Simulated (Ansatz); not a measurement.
The input, for Ansatz 0.2.0:

```yaml
crystal:
  periodic: [false, false, false]
  atoms:
    - {symbol: Si, position_ang: [0.000000, 0.000000, 0.023261]}
    - {symbol: N, position_ang: [0.000000, 0.000000, -1.533674]}
    - {symbol: H, position_ang: [0.000000, 0.000000, 1.510413]}
basis:
  gaussian: {orbitals: cc-pVDZ}
total_charge: 1
magnetization: {spin_polarized: false, initial_magnetization: 1}
correlation: {method: sc_nevpt2, electrons: outside_noble_gas, active_space: {window: {electrons: 9, orbitals: 9}, shells: [{species: H, l: s, shell: 1}, {species: "N", l: s, shell: 2}, {species: "N", l: p, shell: 2}, {species: Si, l: s, shell: 3}, {species: Si, l: p, shell: 3}]}}
```

```sh
$ ansatz run in.yaml --threads 1 --pin off --events-out ev --progress --plain --max-ram 4096MiB --backend cpu
```

**Question.** Roughly how long does this take on 1 thread of AMD EPYC 7R13, shared host, and how much host memory?

**Answer.** 3.7 s wall and 0.15 GiB.

```
663 factors; integrals over basis functions are off by at most 1.2e-7 eV
mean field evaluation 1: about -9340.4041 eV, gradient 4.7e1 eV
mean field evaluation 2: about -9340.4075 eV, gradient 4.7e1 eV
mean field evaluation 4: about -9346.7165 eV, gradient 4.8e0 eV
mean field evaluation 8: about -9346.9616 eV, gradient 9.5e-2 eV
mean field evaluation 16: about -9346.9631 eV, gradient 3.3e-3 eV
mean field evaluation 32: about -9341.8097 eV, gradient 1.0e0 eV
mean field -9346.96163837 eV, -343.4945046121 hartree, gradient 1.0e-6 eV, S^2 0.750000; 5 other end points of the search recorded, 0 dependent functions left out
reference -9346.96163837 eV, -343.4945046121 hartree; 11, 10 occupied and 26, 27 virtual orbitals, 663 factors
state -9350.30667947 eV, -343.6174326051 hartree
state -9350.30667947 eV, -343.6174326051 hartree; corrected -9353.04096104 eV, -343.7179155995 hartree
Total energy: -9353.04096104 eV, -343.7179155995 hartree
Checks for a lower state left out: starts, orbital_swaps
```

For the same geometry and basis UCCSDTQ lies 745.6 meV lower.
